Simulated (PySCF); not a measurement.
# thietane: calculation against experiment

**Experimental background.**

NIST CCCBDB Release 22 (SRD 101), experimental dipoles lists, for the gas: dipole moment (microwave Stark effect, vibrational ground state) 1.876 D.

How close the calculation comes is told at the end.

Compound: thietane, C₃H₆S.
Atom-mapped SMILES: `[CH2:1]1[CH2:2][S:3][CH2:4]1` (hydrogens: H5, H6 on C1; H7, H8 on C2; H9, H10 on C4)

Geometry (GFN2-xTB, Å), atoms numbered from 1 in this order:
```xyz
10
C3H6S angstrom
C      0.0120    0.7112   -0.1624
C     -1.1289   -0.2278    0.2338
S      0.0310   -1.5687    0.7017
C      1.1215   -0.3408   -0.1135
H      0.1650    1.4914    0.5823
H     -0.1144    1.1814   -1.1377
H     -1.7592   -0.5444   -0.5950
H     -1.7469    0.0980    1.0669
H      1.4384   -0.7049   -1.0889
H      1.9905   -0.0907    0.4902
```

The PySCF runs (gas phase, on this GFN2-xTB geometry; no spin–orbit coupling):

| level | job | basis functions |
| --- | --- | --- |
| PBE0/pcSseg-1 | shieldings, charges and field gradients | 105 |
| CAM-B3LYP/def2-SVPD | 8 singlets by full TDDFT, 3 Tamm–Dancoff triplets, polarisability | 135 |

Results beside the measurements:

**Dipole moment.** Measured: 1.876 D (NIST CCCBDB Release 22 (SRD 101), experimental dipoles).

```csv
level,computed (D),computed − measured (D),% (from the printed values)
PBE0/pcSseg-1,2.048,+0.172,+9
CAM-B3LYP/def2-SVPD,2.031,+0.155,+8
```

Closest is CAM-B3LYP/def2-SVPD (+0.155 D), furthest PBE0/pcSseg-1 (+0.172 D); one molecule doesn't rank methods. The computed dipoles belong to one fixed geometry; measured ones are averaged over vibrations unless marked μe. Magnitudes are compared, not signs.

No measured geometry was used, and the causes of the misses weren't examined.
